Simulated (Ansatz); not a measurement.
Compare A (`CC1(O)C=C1`) with its isomer B (`C=C=COC`).

Computed with Ansatz on PBE0-D4/def2-TZVP structures; ΔE is electronic, products minus reactants. CBS: MP2 limit from def2 TZ/QZ plus the TZ coupled-cluster correction, frozen cores. DFT in def2-TZVPP. One conformer a species, not always the lowest.

Q: Which isomer does CCSD(T)/CBS put lower? Give the gap. (Estimate.)

A: The calculation gave: B, by 13.0 kJ/mol.

Q: Give E(B) − E(A) in kJ/mol with CCSD/def2-TZVPP, B2PLYP, HF/def2-TZVPP, PBE0-D4, CCSD(T)/def2-TZVPP, r2SCAN-D4, PBE-D4. (An estimate is asked.)

A: Ansatz gave: CCSD/def2-TZVPP -18.4, B2PLYP -28.2, HF/def2-TZVPP -34.1, PBE0-D4 -11.6, CCSD(T)/def2-TZVPP -19.2, r2SCAN-D4 -22.6, PBE-D4 -22.5. None reverses the order clearly.

Largest T1 diagnostic: 0.013.

From PBE to PBE0 (25 % exact exchange), in def2-TZVPP and without D4, E(B) − E(A) moves by +11.2 kJ/mol. In def2-TZVPP, CCSD(T) changes the Hartree–Fock value by +14.9 kJ/mol (the triples alone add −0.8 kJ/mol) and MP2 by +32.4 kJ/mol.
